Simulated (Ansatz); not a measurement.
Reactions of C5H10O2, SMILES `COC1CCCO1`.

Gas-phase electronic energies from Ansatz, PBE0-D4/def2-TZVP geometries. CBS: MP2 limit from def2 TZ/QZ plus the TZ coupled-cluster correction, frozen cores. This one scheme is used for every species, atoms too. DFT in def2-TZVPP. No spin–orbit coupling; open shells (•) take unrestricted orbitals. Spin–orbit coupling would lower the free atoms: a little for C, O. Each species was taken in one conformer, which may not be the lowest.

```
                                  reaction  PBE0-D4 (eV)
              `COC1CCCO1` → `CCC(C)C(=O)O`         -1.26
              `COC1CCCO1` → `CC(=O)OC(C)C`         -1.06
    `COC1CCCO1` + H–F → `FC1CCCO1` + CH₃OH          0.06
                `COC1CCCO1` → `CCCC(=O)OC`         -0.80
                `COC1CCCO1` → `CCOC(=O)CC`         -0.93
         `COC1CCCO1` → 5 C• + 10 H• + 2 O•         72.37
`COC1CCCO1` + H₂ → tetrahydrofuran + CH₃OH         -0.39
                 `COC1CCCO1` → `CC1CCOCO1`         -0.14
```

(1) Give the CCSD(T)/CBS values in the same order. (Best estimate.)

Largest T1 diagnostic: 0.013, for `CC(=O)OC(C)C`.

## Answers

(1) The calculation gave: -1.31, -1.10, 0.14, -0.83, -0.95, 71.81, -0.38, -0.16 eV.
